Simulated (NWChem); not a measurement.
# Worked example: vertical ionisation energy of NS (Mononitrogen monosulfide)

NS has 2 atoms, charge 0, and is taken as a doublet. As SMILES, `[N]=S`. The coordinates come from a GFN2-xTB relaxation.

```
atom   x (Å)   y (Å)    z (Å)
   N  0.0000  0.0000  -1.0179
   S  0.0000  0.0000   0.4453
```

Both states at this one shape; open shells run unrestricted unless said. 1 Eh = 27.2114 eV.

| level | program | doublet NS (Eh) | singlet NS+ (Eh) |
| --- | --- | --- | --- |
| UMPW1B95-D3(0)/6-311G* | NWChem | -452.879037 | -452.579192 |
| ROLRC-wPBEh/6-311++G(2d,2p) (density fitting with weigend coulomb fitting) | NWChem | -452.637005 | -452.359063 |

Q: Work out the vertical ionisation energy at each level.

A: 
1. UMPW1B95-D3(0)/6-311G*: -452.579192 − (-452.879037) = 0.299845 Eh = 8.16 eV.
2. ROLRC-wPBEh/6-311++G(2d,2p) (density fitting with weigend coulomb fitting): -452.359063 − (-452.637005) = 0.277942 Eh = 7.56 eV.

No measured value is set beside it here; the levels span 7.56 to 8.16 eV.
